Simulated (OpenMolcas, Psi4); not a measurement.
## C2H6O (dimethyl ether): a line through the functionals

The species is C2H6O (9 atoms), meant as a singlet with charge 0. SMILES: `COC`. The coordinates come from a PBE0-D4/def2-TZVP relaxation.

The dipole moment y, in D, basis cc-pVDZ; a is the functional's share of exact exchange. Programs: OpenMolcas 26.06, Psi4 1.11.

| functional | program | a | y (D) |
| --- | --- | --- | --- |
| revPBE | OpenMolcas | 0 | 1.02 |
| r2SCAN | OpenMolcas | 0 | 1.12 |
| TPSSh | Psi4 | 0.1 | 1.12 |
| B3LYP | OpenMolcas | 0.2 | ? |
| PBE0 | OpenMolcas | 0.25 | 1.17 |
| BHLYP | OpenMolcas | 0.5 | 1.27 |

Q: Fit y = c + s·a to the known rows and predict B3LYP.

A: 
1. Means of the 5 rows: a = 0.1700, y = 1.140.
2. Σ(Δa)² = 0.178, Σ(Δa·Δy) = 0.0705, so the slope is 0.0705/0.178 = 0.39607.
3. Intercept: 1.140 − (0.39607) × 0.1700 = 1.073. The largest residual of the fit is 0.053.
4. B3LYP: 1.073 + (0.39607) × 0.2 = 1.15 D.

The run gave 1.13 D, so the prediction is off by +0.02 D, within the scatter of the fit. More exact exchange makes the molecule more polar here. The rows mix families of semi-local functionals, which the line can't see. The measured value is 1.30 D (NIST CCCBDB).
